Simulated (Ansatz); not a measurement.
Input file:

```yaml
crystal:
  periodic: [false, false, false]
  atoms:
    - {symbol: Si, position_ang: [-0.014717, -0.812493, 0.023778]}
    - {symbol: Cl, position_ang: [-0.015550, 0.338825, -1.661275]}
    - {symbol: Cl, position_ang: [0.032414, 0.398135, 1.643912]}
    - {symbol: H, position_ang: [1.158140, -1.649148, -0.000185]}
    - {symbol: H, position_ang: [-1.341250, -1.632969, -0.051675]}
basis:
  gaussian: {orbitals: cc-pVDZ}
magnetization: {spin_polarized: false}
correlation: {method: bccd_t, electrons: valence}
output: {forces: true}
```

```sh
$ ansatz run in.yaml --threads 1 --pin off --events-out ev --progress --plain --max-ram 2393MiB
```

(1) Roughly how long does this take on 1 thread of Arm Neoverse V2, shared host, and how much host memory?

```
657 factors; integrals over basis functions are off by at most 1.1e-3 eV
mean field evaluation 1: about -32902.9455 eV, gradient 1.6e1 eV
mean field evaluation 2: about -32902.9501 eV, gradient 1.6e1 eV
mean field evaluation 4: about -32903.8961 eV, gradient 1.4e0 eV
mean field evaluation 8: about -32903.9061 eV, gradient 3.4e-4 eV
mean field -32903.90610159 eV, -1209.1962461650 hartree, gradient 1.4e-6 eV, S^2 0.000000; 0 other end points of the search recorded, 0 dependent functions left out
15 core orbitals not correlated: weight in the atoms' cores, before any rotation towards them, 1.000 or more for the frozen orbitals, at most 0.000 for the correlated occupied ones
reference -32903.90610159 eV, -1209.1962461650 hartree; 10, 10 occupied and 39, 39 virtual orbitals, 657 factors
second order -9.94638026 eV of doubles, -0.00000000 eV of singles
cycle   1  -10.73244235 eV  change   -7.9e-1 eV  update   6.4e-2
cycle   2  -10.96149875 eV  change   -2.3e-1 eV  update   1.9e-2
cycle   3  -10.99236176 eV  change   -3.1e-2 eV  update   7.5e-3
cycle   4  -10.98978515 eV  change    2.6e-3 eV  update   1.7e-3
cycle   5  -10.98873124 eV  change    1.1e-3 eV  update   4.8e-4
cycle   6  -10.98853897 eV  change    1.9e-4 eV  update   1.4e-4
cycle   7  -10.98854881 eV  change   -9.8e-6 eV  update   3.6e-5
cycle   8  -10.98855316 eV  change   -4.3e-6 eV  update   1.1e-5
cycle   9  -10.98855111 eV  change    2.1e-6 eV  update   3.6e-6
perturbative correction -0.23898865 eV, -0.0087826710 hartree
the calculation of the forces begins
mean field evaluation 16: about -32903.9006 eV, gradient 4.7e-2 eV
Total energy: -32915.13364135 eV, -1209.6088506408 hartree
Atom 0 at    -0.014717    -0.812493     0.023778 Å, force    -1.793576    -1.113045    -0.590484 eV/Å
Atom 1 at    -0.015550     0.338825    -1.661275 Å, force     0.075335     0.481607    -0.752194 eV/Å
Atom 2 at     0.032414     0.398135     1.643912 Å, force    -0.015295     0.521200     0.968887 eV/Å
Atom 3 at     1.158140    -1.649148    -0.000185 Å, force     0.635297    -0.497047     0.079916 eV/Å
Atom 4 at    -1.341250    -1.632969    -0.051675 Å, force     1.098239     0.607285     0.293875 eV/Å
Dipole moment:     0.025363    -0.250534     0.061433 e Å
```

Forces (eV/Å):
```
Si  -1.794 -1.113 -0.590
Cl   0.075  0.482 -0.752
Cl  -0.015  0.521  0.969
H    0.635 -0.497  0.080
H    1.098  0.607  0.294
```

Answers

(1) 5.5 s wall and 0.22 GiB.
